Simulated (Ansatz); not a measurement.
`[O]=[Al][OH]`. Charge 0, multiplicity 1. Geometry: relaxed with PBE0-D4/def2-TZVP. It is one conformer, not always the lowest.

```xyz
4

O     0.164   -1.654    1.442
Al    0.131   -0.481    0.362
O     0.162    0.722   -0.790
H    -0.457    1.412   -1.014
```

(1) What is the dipole moment at r2SCAN/def2-TZVPP? (Best estimate.)

(2) And with PBE, B3LYP, ωB97M-V? (Best estimate.)

(3) Give the Mulliken charges with r2SCAN, ωB97M-V, B3LYP in def2-TZVPP. (Best estimate.)

Answers

(1) Ansatz gave: 5.15 D, with components (-1.10, 4.02, -3.03) D in this frame, pointing from negative to positive charge.

(2) Ansatz gave: PBE 4.90 D, B3LYP 5.21 D, ωB97M-V 5.37 D.

(3) Computed: 
```json
{"atom": "O1", "r2SCAN": "-0.54", "ωB97M-V": "-0.55", "B3LYP": "-0.52"}
{"atom": "Al2", "r2SCAN": "0.72", "ωB97M-V": "0.71", "B3LYP": "0.67"}
{"atom": "O3", "r2SCAN": "-0.38", "ωB97M-V": "-0.34", "B3LYP": "-0.35"}
{"atom": "H4", "r2SCAN": "0.21", "ωB97M-V": "0.18", "B3LYP": "0.19"}
```

B3LYP here is the variant with VWN-RPA as its local correlation; programs differ in this.
